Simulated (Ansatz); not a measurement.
Process, species as SMILES: C=C=O + 4 [H][H] (H2) → 2 C (CH4) + O (H2O)
B3LYP-D3(BJ)/def2-TZVP geometries, fixed; electronic energies without zero-point terms.

Energies in hartree at wB97M-V with Ansatz (a quantum-chemistry and plane-wave program); the energy of full hydrogenation is their sum with the coefficients shown, times 627.509 kcal/mol a hartree. All functions are spherical. The program fits the integrals of some runs and decomposes those of others, by size. The functional holds VV10 correlation; no added dispersion term, no relativity.

```csv
species,coefficient,part,cc-pVDZ,cc-pVTZ,cc-pVQZ
C=C=O,-1,wB97M-V,-152.55558,-152.60487,-152.61746
[H][H] (H2),-4,wB97M-V,-1.15349,-1.16133,-1.16202
C (CH4),+2,wB97M-V,-40.47015,-40.49157,-40.49511
O (H2O),+1,wB97M-V,-76.38920,-76.42591,-76.43608
```

Problem. Predict the energy of full hydrogenation in cc-pV5Z (X = 5): let each wB97M-V step shrink by the ratio of the last two. Compare with the run.

Solution. 
- C=C=O: steps -0.04929 and -0.01259, ratio 0.255, so wB97M-V -152.62067 (run: -152.62039).
- [H][H] (H2): steps -0.00784 and -0.00069, ratio 0.088, so wB97M-V -1.16208 (run: -1.16221).
- C (CH4): steps -0.02142 and -0.00354, ratio 0.165, so wB97M-V -40.49569 (run: -40.49595).
- O (H2O): steps -0.03671 and -0.01017, ratio 0.277, so wB97M-V -76.43890 (run: -76.43948).
Predicted -101.21 kcal/mol; the run in cc-pV5Z gives -101.75, a miss of 0.54. Keeping the value in cc-pVQZ, -100.88, would miss by 0.87. All sums are of the energies as printed.
